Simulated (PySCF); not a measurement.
# C3H2O: the cost of one run

Computed with PySCF 2.14.0 and routines of our own; the level stands in each step. Atoms count from 0.

### Step 1. The system as given

6 atoms, charge 0, multiplicity 1; geometry from: GFN2-xTB.

### Step 2. Relaxing the molecule at PBE0-D3(BJ)/def2-SVP

Job settings and geometry (Å):

```
{"job": {"xc": "PBE0", "basis": "def2-SVP", "d3": "d3bj", "grid": 1, "kind": "geom"}, "charge": 0, "multiplicity": 1}
O      2.018723    -0.273985     0.064438
C      0.840768    -0.113796     0.024307
C     -0.499742    -0.612313    -0.031861
C     -0.319116     0.724268    -0.003269
H     -1.226229    -1.393559    -0.069659
H     -0.811283     1.671376    -0.005530
```

The run is started by

```
$ OMP_NUM_THREADS=1 python excited_run.py task.json out
```

The driver reads the jobs from task.json and runs them one after another.

**Question.** How long does this first job take on 1 thread of Intel Xeon Platinum 8259CL at 2.50GHz, shared host, and how much memory does it need?

About 4.9 s, with a peak of 0.32 GiB.
